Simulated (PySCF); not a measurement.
# doublet C2H5F−: U-wB97X/aug-cc-pVDZ

We compute a single-point energy of doublet C2H5F−. The job is set up through a Python script.

Program for the calculation: PySCF 2.14.0.

1 further run of the same task is left out (set aside as unsound or not needed). Runs told in other sessions of the task aren't counted.

**1. The system as given**

C2H5F− has 8 atoms, charge -1, and is taken as a doublet. SMILES of the parent species: `CCF`. The coordinates come from a PBE0-D4/def2-TZVP relaxation. That shape belongs to the parent species and isn't relaxed for this state.

Bond lengths: C1–C2 1.504 Å, C2–F3 1.386 Å, C1–H4 1.093 Å, C1–H5 1.092 Å, C1–H6 1.091 Å, C2–H7 1.094 Å, C2–H8 1.094 Å. Some angles: C1–C2–F3 110.1°, C1–C2–H7 111.6°, C1–C2–H8 111.6°, F3–C2–H7 107.4°, F3–C2–H8 107.4°, C2–C1–H4 109.9°, C2–C1–H5 110.8°, C2–C1–H6 110.8°, H7–C2–H8 108.6°, H4–C1–H5 108.4°.

**2. A single-point energy at U-wB97X/aug-cc-pVDZ**

input.py reads:

```python
from pyscf import gto, dft

system = gto.Mole()
system.atom = [
    ('C', (-0.431700, 0.566900, -0.264600)),
    ('C', (0.378400, -0.599100, 0.230500)),
    ('F', (1.663300, -0.186400, 0.546500)),
    ('H', (-1.443900, 0.237400, -0.512600)),
    ('H', (0.018600, 0.998500, -1.160400)),
    ('H', (-0.500300, 1.343000, 0.499800)),
    ('H', (0.464000, -1.381500, -0.529800)),
    ('H', (-0.056300, -1.036000, 1.134800)),
]
system.basis = 'aug-cc-pvdz'
system.charge = -1
system.verbose = 3
system.max_memory = 1860
system.spin = 1
system.build()

calc0 = dft.UKS(system)
calc0.xc = 'wb97x'
calc0.grids.level = 5
calc0.conv_tol = 1e-10
calc0.kernel()
if not calc0.converged:
    calc0 = calc0.newton().run(calc0.mo_coeff, calc0.mo_occ)

etot = calc0.e_tot
print('Final energy', etot)
```

Command:

```
$ OMP_NUM_THREADS=1 python input.py
```

The log of the run:

```text
WARN: HOMO 0.0341131049646526 >= LUMO 0.0341131049646508

converged SCF energy = -179.005567478677  <S^2> = 0.75043738  2S+1 = 2.0004373
Final energy -179.00556747867654
```

Run time: 97 s. Hardware: 1 thread of Arm Neoverse V2, shared host; peak memory 0.62 GiB.

**3. Results**

Level: U-wB97X/aug-cc-pVDZ.

| quantity | value |
| --- | --- |
| total energy | -179.00557 Eh |
| HOMO energy (highest over α and β) | 0.81 eV |
| LUMO energy (lowest over α and β) | 3.59 eV |
| ⟨S²⟩ | 0.750 |

In words: The HOMO lies at positive energy, 0.81 eV, from the functional's self-interaction, a short basis or an electron that isn't bound; only total energies against the neutral tell.
